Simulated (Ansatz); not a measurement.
## Sn (beta-Sn (white tin)): energy against volume

Level of theory: Ansatz, DFT, LDA (PW92), plane waves (420 eV) with PAW, scalar-relativistic. The PAW files were generated under PBE, with cores re-solved for the functional.

The cell is scaled uniformly from the relaxed one, with fractional coordinates and shape fixed. Energies are extrapolated to zero smearing, pressures are those at the given smearing. Because the bonds are stretched with the cell, B₀ of this curve lies above the true bulk modulus of such a structure. Magnetic state: spin not included.

A Birch-Murnaghan fit gives V₀ = 26.16 Å³/atom, B₀ = 60 GPa, B₀′ = 4.8.

**Question.** What are the energy above the minimum and the pressure at 23.058 Å³/atom?

**Answer.** 87.8 meV/atom and 10.31 GPa as computed.

**Question.** What are the energy above the minimum and the pressure at 24.107 Å³/atom?

**Answer.** 35.3 meV/atom and 6.02 GPa as computed.

**Question.** What are the energy above the minimum and the pressure at 28.299 Å³/atom?

**Answer.** 28.1 meV/atom and -3.83 GPa as computed.
